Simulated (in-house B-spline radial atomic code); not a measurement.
Results of a calculation; reference values are marked as such.
Stopping and range of 50 keV Si in Si

The pair potential comes from two frozen, spherical free-atom densities (PBE, B-spline radial code, scalar-relativistic past argon): electrostatics plus the change in Thomas-Fermi kinetic and Dirac exchange energy where they overlap, the recipe behind the universal ZBL potential, which averages such potentials (from solid-state densities) over many pairs. It is written V = (Z1 Z2 e²/r) φ(r/a), with e² = 14.3996 eV·Å and a = 0.46850 Å/(Z1^0.23 + Z2^0.23); ZBL's fit is φ = 0.18175 e^(−3.1998x) + 0.50986 e^(−0.94229x) + 0.28022 e^(−0.4029x) + 0.02817 e^(−0.20162x). Where φ falls below 4e-4 it is continued as an exponential.

The target is taken as amorphous, with density 2.329 g/cm³ (NSM archive of the Ioffe Institute); channelling is ignored. Masses: Si 28.09, Si 28.09 u. Nuclear stopping is S_n = 4π a Z1 Z2 e² M1/(M1 + M2) × s_n(ε), with s_n integrated over impact parameters for each pair. Electronic stopping is Lindhard and Scharff's S_e = Z1^(1/6) 8π e² a0 Z1 Z2/(Z1^(2/3) + Z2^(2/3))^(3/2) × v/v0, with a0 = 0.529177 Å and v = v0 at 24.801 keV/u; it misses the oscillations with Z1 seen in experiment, which reach tens of per cent. Compounds add by atom fraction.

```json
{"target atom": "Si", "a (Å)": "0.12766", "ε at this energy": "1.131", "s_n, this pair": "0.332", "s_n, ZBL potential": "0.3037"}
```

Problem. What are the atom density and the stopping powers at entry?

Solution. N = 2.329 × 0.602214/28.09 = 0.04993 atoms/Å³. For Si: S_n = 2264 × 0.332 = 751.7 eV·Å², S_e = 1.7631 × √50000 = 394.2 eV·Å². Averaged over the target's atoms and times N × 10 Å/nm, the ion loses N S_n = 375 eV/nm to recoils and N S_e = 197 eV/nm to electrons; the nuclear share is 66 %.

Along the track:

```
E (keV)  N S_n (eV/nm)  N S_e (eV/nm)
    2.5            347             44
    7.5            420           76.2
     15            435            108
     25            422            139
   37.5            399            170
     50            375            197
```

Problem. Estimate the path length and the projected range.

Solution. With continuous slowing down the path is the integral of dE/(N (S_n + S_e)). Trapezoids over the table give 88 nm, and the stretch below the first row, with stopping taken as √E, adds 2E/(N S) = 13 nm: 101 nm in all, against 97.4 nm on a fine grid from 5 eV. Deflections shorten the depth: to first order in the energy passed on, N (S_n + S_e) dR_p/dE = 1 − N S_n (M2/M1) R_p/(2E), summed over the target's atoms, and integrating this on the fine grid gives R_p = 66.8 nm, 0.69 of the path. Lindhard's rule of thumb R/(1 + M2/3M1), with mean M2/M1 = 1.00, gives 73 nm. On the ZBL potential the same equation gives 71.9 nm, and the full integral equation, which keeps hard collisions, 76.8 nm.
